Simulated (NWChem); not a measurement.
Species: CH6Si; SMILES C[SiH3]

```xyz
8

Si     0.0000     0.0000     0.6218
C      0.0000     0.0000    -1.2593
H     -1.0569    -0.9175     1.1510
H     -0.2661     1.3740     1.1510
H      1.3230    -0.4566     1.1510
H      0.1956    -1.0101    -1.6502
H      0.7769     0.6745    -1.6502
H     -0.9726     0.3356    -1.6502
```
Atoms are numbered in this order, from 1.

Results from NWChem. Structure relaxed at the PBE0/def2-SVP level. B3LYP is NWChem's, with the RPA form of VWN correlation. Solvent water, SMD (1 M gas to 1 M solution), gas-phase geometry. Reactions with the solvent are ignored.

### Question
What does the run give for B3LYP/STO-3G? Quantities: solvation free energy (kcal/mol); cavity-dispersion-structure term (kcal/mol); dipole in solution (D).

### Answer
* **solvation free energy (kcal/mol)**: 2.6
* **cavity-dispersion-structure term (kcal/mol)**: 3.0
* **dipole in solution (D)**: 0.29
